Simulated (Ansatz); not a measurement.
Method: frozen-core CCSD(T)/cc-pVTZ // B3LYP-D3(BJ)/def2-SVP (Ansatz, a quantum-chemistry and plane-wave program). The geometry is that of the parent before the electron was removed.

Ansatz 0.2 input:
```yaml
crystal:
  periodic: [false, false, false]
  atoms:
    - { symbol: C, position_ang: [-1.152536, -0.144994, -0.135972] }
    - { symbol: O, position_ang: [0.102491, -0.66749, -0.469532] }
    - { symbol: C, position_ang: [1.165414, 0.061126, 0.076975] }
    - { symbol: H, position_ang: [-1.324311, -0.139517, 0.960992] }
    - { symbol: H, position_ang: [-1.919965, -0.777702, -0.606042] }
    - { symbol: H, position_ang: [-1.282021, 0.895534, -0.501214] }
    - { symbol: H, position_ang: [1.174684, 1.113993, -0.275518] }
    - { symbol: H, position_ang: [2.103851, -0.41989, -0.236379] }
    - { symbol: H, position_ang: [1.132394, 0.078942, 1.186686] }
basis:
  gaussian: { orbitals: cc-pVTZ }
correlation:
  method: ccsd_t
total_charge: 1
magnetization:
  spin_polarized: true
  initial_magnetization: 1
```

Output:

```
Functional definition: HF
985 factors; integrals over basis functions are off by at most 9.3e-4 eV
mean field evaluation 1: about -4180.5568 eV, gradient 2.6e1 eV
mean field evaluation 2: about -4180.5588 eV, gradient 2.6e1 eV
mean field evaluation 4: about -4184.5908 eV, gradient 4.4e0 eV
mean field evaluation 8: about -4185.0885 eV, gradient 1.3e-1 eV
mean field evaluation 16: about -4184.5903 eV, gradient 4.4e0 eV
mean field evaluation 32: about -4185.0685 eV, gradient 1.1e0 eV
mean field evaluation 64: about -4180.7630 eV, gradient 4.1e-2 eV
mean field evaluation 96: about -4183.2380 eV, gradient 6.7e-3 eV
mean field -4185.08831569 eV, -153.7991588468 hartree, gradient 1.8e-6 eV, S^2 0.764387; 3 other end points of the search recorded, 0 dependent functions left out
determinant -4185.08831569 eV, -153.7991588468 hartree, with singles and doubles -4201.20856911 eV, -154.3915672334 hartree
determinant -4183.23802037 eV, -153.7311617480 hartree, with singles and doubles -4199.38637415 eV, -154.3246028038 hartree
3 core orbitals not correlated
reference -4185.08831569 eV, -153.7991588468 hartree; 10, 9 occupied and 161, 162 virtual orbitals, 985 factors
second order -14.70845286 eV of doubles, -0.00000000 eV of singles
cycle   1  -15.88921404 eV  change    -1.4e0 eV  update   2.3e-2
cycle   2  -15.92473709 eV  change   -3.6e-2 eV  update   5.9e-3
cycle   3  -15.92746818 eV  change   -2.7e-3 eV  update   2.8e-3
cycle   4  -15.93023095 eV  change   -2.8e-3 eV  update   1.5e-3
cycle   5  -15.93276613 eV  change   -2.5e-3 eV  update   7.7e-4
cycle   6  -15.93356572 eV  change   -8.0e-4 eV  update   2.8e-4
cycle   7  -15.93377175 eV  change   -2.1e-4 eV  update   5.7e-5
cycle   8  -15.93380870 eV  change   -3.7e-5 eV  update   2.2e-5
cycle   9  -15.93380012 eV  change    8.6e-6 eV  update   7.6e-6
perturbative correction -0.56684914 eV, -0.0208313215 hartree
Total energy: -4201.58896495 eV, -154.4055465225 hartree
```

Cost: roughly 70 core-seconds.
